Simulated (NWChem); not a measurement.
Ionisation of CHO

SMILES: O=[CH]
```xyz
3

C      0.4923    -0.3167     0.0000
O     -0.5553     0.2092     0.0000
H      1.4891     0.2260     0.0000
```
Charge 0, spin multiplicity 2.

Everything below was run with NWChem. Structure: optimised with UPBE0/def2-SVP, a minimum by its harmonic frequencies.

Basis set: def2-TZVP. The species with one electron less has spin multiplicity 1 and keeps the geometry of the parent. Δ marks differences of total energies (open shells unrestricted). −ε marks an orbital energy of the parent. That orbital need not have the symmetry of the hole or added electron in the Δ rows. That singlet is a closed-shell solution.

B3LYP has NWChem's definition, with VWN1-RPA local correlation. The structure started from a generated list of species. The unpaired electrons of the parent sit in orbitals of symmetry a' (Cs labels of the run); other states weren't searched. No SCF solution was tested for a lower state.

Task: For the first vertical ionisation energy, −ε(alpha HOMO) of B3LYP gives 6.17 eV and −ε(alpha HOMO) of PBE gives 4.85 eV. What do −ε(alpha HOMO) of BP86, −ε(alpha HOMO) of M06-2X, ΔB3LYP give?

Result: −ε(alpha HOMO) of BP86: 4.95 eV; −ε(alpha HOMO) of M06-2X: 7.64 eV; ΔB3LYP: 9.69 eV.
